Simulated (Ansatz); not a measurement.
# C6H12: vertical ionisation energy

Aim: the vertical ionisation energy of C6H12, as cation minus neutral at the neutral's geometry, on several levels, and how well −ε(HOMO) stands in for it.

Method: unrestricted cation, the program's frozen cores in correlated methods; program: Ansatz 0.2.0, Gaussian basis.

Plan: UKS PBE-D4/def2-TZVPP; UKS r2SCAN-D4/def2-TZVPP; UKS PBE0-D4/def2-TZVPP; UKS B3LYP-D4/def2-TZVPP; UKS wB97X-V/def2-TZVPP; UKS wB97M-V/def2-TZVPP; UKS B2PLYP/def2-TZVPP; UHF-CCSD(T)/def2-TZVPP; UHF-MP2/def2-QZVPP; extrapolation to the limit; then −ε(HOMO) from the neutral's earlier runs with LDA (SPW92), PBE-D4, revPBE-D4, BLYP-D4, r2SCAN-D4, B97M-V, PBE0-D4, B3LYP-D4, r2SCANh-D4, r2SCAN0-D4, HSE06-D4, BHLYP-D4, CAM-B3LYP-D4, LC-ωPBE, ωB97X-V, ωB97M-V.

### Step 1. The geometry

All runs share one geometry, relaxed beforehand with PBE0-D4 in a triple-zeta def2 set.

SMILES `CC/C=C\CC`, 18 atoms, charge 0, spin multiplicity 1.

Atoms are counted from 1 here; the program's logs count them from 0.

Bond lengths: C1–C2 1.525 Å, C1–H7 1.093 Å, C1–H8 1.092 Å, C1–H9 1.093 Å, C2–C3 1.493 Å, C2–H10 1.092 Å, C2–H11 1.097 Å, C3–C4 1.330 Å, C3–H12 1.089 Å, C4–C5 1.493 Å, C4–H13 1.089 Å, C5–C6 1.525 Å, C5–H14 1.097 Å, C5–H15 1.092 Å, C6–H16 1.092 Å, C6–H17 1.093 Å, C6–H18 1.093 Å. Angles: C2–C1–H7 111.3°, C2–C1–H8 110.8°, C2–C1–H9 111.0°, H7–C1–H8 108.2°, H7–C1–H9 107.8°, H8–C1–H9 107.5°, C1–C2–C3 112.1°, C1–C2–H10 109.8°, C1–C2–H11 108.8°, C3–C2–H10 110.9°, C3–C2–H11 108.7°, H10–C2–H11 106.2°, C2–C3–C4 127.8°, C2–C3–H12 114.8°, C4–C3–H12 117.4°, C3–C4–C5 127.8°, C3–C4–H13 117.4°, C5–C4–H13 114.8° and more.

Coordinates:

```xyz
18
C6H12
C    -1.25624   -2.41375    0.50747
C    -0.62402   -1.10546    0.97117
C     0.69308   -0.85271    0.31407
C     1.02143    0.14985   -0.49648
C     0.16632    1.29533   -0.92910
C     0.71215    2.63489   -0.44519
H    -2.19327   -2.60950    1.03411
H    -1.46673   -2.38525   -0.56413
H    -0.58728   -3.25910    0.68960
H    -1.31431   -0.27805    0.79232
H    -0.47339   -1.15030    2.05672
H     1.45788   -1.60010    0.52088
H     2.03827    0.16564   -0.88639
H     0.12031    1.30672   -2.02490
H    -0.86126    1.16821   -0.58125
H     0.72497    2.67764    0.64635
H     1.73693    2.79000   -0.79313
H     0.10515    3.46594   -0.81210
```

### Step 2. Cation, UKS PBE-D4/def2-TZVPP

in.yaml reads:

```yaml
crystal:
  periodic: [false, false, false]
  atoms:
    - {symbol: C, position_ang: [-1.256241, -2.413747, 0.507467]}
    - {symbol: C, position_ang: [-0.624019, -1.105460, 0.971174]}
    - {symbol: C, position_ang: [0.693080, -0.852707, 0.314069]}
    - {symbol: C, position_ang: [1.021429, 0.149849, -0.496479]}
    - {symbol: C, position_ang: [0.166319, 1.295326, -0.929104]}
    - {symbol: C, position_ang: [0.712150, 2.634887, -0.445191]}
    - {symbol: H, position_ang: [-2.193272, -2.609503, 1.034106]}
    - {symbol: H, position_ang: [-1.466735, -2.385254, -0.564133]}
    - {symbol: H, position_ang: [-0.587283, -3.259103, 0.689600]}
    - {symbol: H, position_ang: [-1.314305, -0.278053, 0.792324]}
    - {symbol: H, position_ang: [-0.473389, -1.150301, 2.056721]}
    - {symbol: H, position_ang: [1.457882, -1.600097, 0.520877]}
    - {symbol: H, position_ang: [2.038273, 0.165643, -0.886391]}
    - {symbol: H, position_ang: [0.120309, 1.306721, -2.024898]}
    - {symbol: H, position_ang: [-0.861261, 1.168211, -0.581254]}
    - {symbol: H, position_ang: [0.724966, 2.677641, 0.646346]}
    - {symbol: H, position_ang: [1.736931, 2.790001, -0.793128]}
    - {symbol: H, position_ang: [0.105147, 3.465936, -0.812103]}
basis:
  gaussian: {orbitals: def2-TZVPP}
total_charge: 1
magnetization: {spin_polarized: true, initial_magnetization: 1}
hamiltonian: {xc: pbe, dispersion: d4}
```

Started as:

```bash
> ansatz run in.yaml --threads 2 --pin off --events-out ev --progress --plain --max-ram 22528MiB --backend cuda --devices 0, --max-vram 18GiB
```

The runs that follow: Cation, UKS r2SCAN-D4/def2-TZVPP; Cation, UKS PBE0-D4/def2-TZVPP; Cation, UKS B3LYP-D4/def2-TZVPP; Cation, UKS wB97X-V/def2-TZVPP; Cation, UKS wB97M-V/def2-TZVPP; Cation, UKS B2PLYP (frozen core)/def2-TZVPP; Cation, UHF-CCSD(T)/def2-TZVPP; Cation, UHF-MP2/def2-QZVPP.

**Question.** What will the summary of the whole plan be? Wanted: ionisation energy, CCSD(T)/CBS; nearest functional by difference; nearest −ε(HOMO); −ε(HOMO) of PBE; T1 of the cation.

As calculated:

| quantity | value |
| --- | --- |
| ionisation energy, CCSD(T)/CBS | 9.32 eV |
| nearest functional by difference | B2PLYP (-0.30 eV) |
| nearest −ε(HOMO) | ωB97X-V (-0.08 eV) |
| −ε(HOMO) of PBE | 5.82 eV |
| T1 of the cation | 0.018 |

In words: Energy differences with functionals land within 0.52 eV of the reference. The PBE orbital energy is 3.5 eV too small: a semilocal HOMO is no ionisation energy. Among orbital estimates ωB97X-V comes nearest. Hartree-Fock falls 1.60 eV short, as the neutral has more correlation energy than the cation. The cation may have settled in a state other than its lowest; no search over hole states beyond the program's own was made.
